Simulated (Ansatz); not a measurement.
# BSiNH (doublet): wave-function methods side by side, cc-pVDZ

One table from this session's results is given with a row withheld; the runs are named, their logs left out.

The runs use Ansatz 0.2.0, Gaussian basis; cc-pVDZ, core rule «outside noble gas», up to 7 orbitals frozen.

Plan: UHF; CCSD(T) on ROHF; CCSD(T) on UHF; BCCD(T) on ROHF; CISD; CCSDT(Q) on ROHF; CCSDT(Q) on UHF; CASSCF and MRCISD+Q, 9 electrons in 9 orbitals; CASSCF and NEVPT2, 9 electrons in 9 orbitals.

20 further runs of the same task are left out: 9 that didn't finish, 11 set aside as unsound or not needed.

### What is computed

The geometry is a PBE0/def2-TZVP stationary point (not a proven minimum).

4 atoms, charge 0, spin multiplicity 2.

Atoms are counted from 1 here; the program's logs count them from 0.

Bond lengths: N1–B2 1.246 Å, N1–H4 0.993 Å, B2–Si3 1.991 Å. Angles: B2–N1–H4 180.0°, N1–B2–Si3 180.0°.

The first run:

File in.yaml:

```yaml
crystal:
  periodic: [false, false, false]
  atoms:
    - {symbol: N, position_ang: [0.000000, 0.000000, 0.872300]}
    - {symbol: B, position_ang: [0.000000, 0.000000, -0.373400]}
    - {symbol: Si, position_ang: [0.000000, 0.000000, -2.364200]}
    - {symbol: H, position_ang: [0.000000, 0.000000, 1.865300]}
basis:
  gaussian: {orbitals: cc-pVDZ}
magnetization: {spin_polarized: true, initial_magnetization: 1}
hamiltonian: {xc: hf}
output: {orbitals: {seedname: orbitals}}
```

The run is started by

```sh
> ansatz run in.yaml --threads 1 --pin off --events-out ev --progress --plain --max-ram 2393MiB
```

Steps of the session up to this table: UHF; CCSD(T) on ROHF; CCSD(T) on UHF; BCCD(T) on ROHF; CISD; CCSDT(Q) on ROHF; CCSDT(Q) on UHF; CASSCF and MRCISD+Q, 9 electrons in 9 orbitals; CASSCF and NEVPT2, 9 electrons in 9 orbitals.

One table of the session follows, with a row left open; its other results are not shown here.

| method | from UCCSDT(Q) (kcal/mol) |
| --- | --- |
| ROHF | +218.80 |
| UHF | +216.06 |
| RMP2 | +27.57 |
| UMP2 | +28.02 |
| CISD | +32.47 |
| RCCSD | +10.06 |
| UCCSD | +9.97 |
| RCCSD(T) | +1.52 |
| UCCSD(T) | +1.54 |
| BCCD(T) | ? |
| RCCSDT | +0.81 |
| UCCSDT | +0.81 |
| RCCSDT(Q) | +0.12 |
| UCCSDT(Q) | 0 |
| CASSCF frontier | +138.11 |
| MRCISD frontier | +14.81 |
| MRCISD+Q frontier | +1.98 |

Estimate the missing values for BCCD(T).

As computed: from UCCSDT(Q) (kcal/mol): +1.53. In the column «from UCCSDT(Q) (kcal/mol)» it lies between RCCSD(T) (+1.52) and UCCSD(T) (+1.54).

Not comparable, so not listed: CASSCF and NEVPT2, 9 electrons in 9 orbitals (they don't share determinant, frozen orbitals or solution with the rows shown, or repeat one).

Caveats from the session: Restricted and unrestricted rows rest on different reference determinants; where their highest levels disagree by more than a few hundredths of an eV, they describe different states and don't form one ladder. Warnings in the runs' records: passed over end.
